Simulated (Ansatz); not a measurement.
System: diamond. Method: r²SCAN in Ansatz (PAW).

Run with plane-wave cutoff 500 eV, 18×18×18 k mesh, Fermi–Dirac smearing 0.05 eV, scalar-relativistic PAW data made under PBE.

Cell (relaxed at this level):

Space group Fd-3m, origin choice 1 (No. 227); a = b = c = 3.5603 Å, α = β = γ = 90.00°

| atom | site | symmetry | x | y | z |
|---|---|---|---|---|---|
| C | 8a | -43m | 0.0000 | 0.0000 | 0.0000 |
(The calculation used a cell of 2 atoms; values per cell refer to that cell.)

### Question
Give the computed band gap.

### Answer

- band gap = 4.38 eV (on the SCF k mesh)

Measured, for comparison: band gap 5.48 eV (low temperature, zero-point motion not removed; as tabulated in arXiv:1206.3780). Computed (rounded) less measured: band gap -1.10 eV.

The computed numbers hold no vibrational or temperature effects.

The result took roughly 12 core-seconds.

Ansatz is a program for electronic structure.
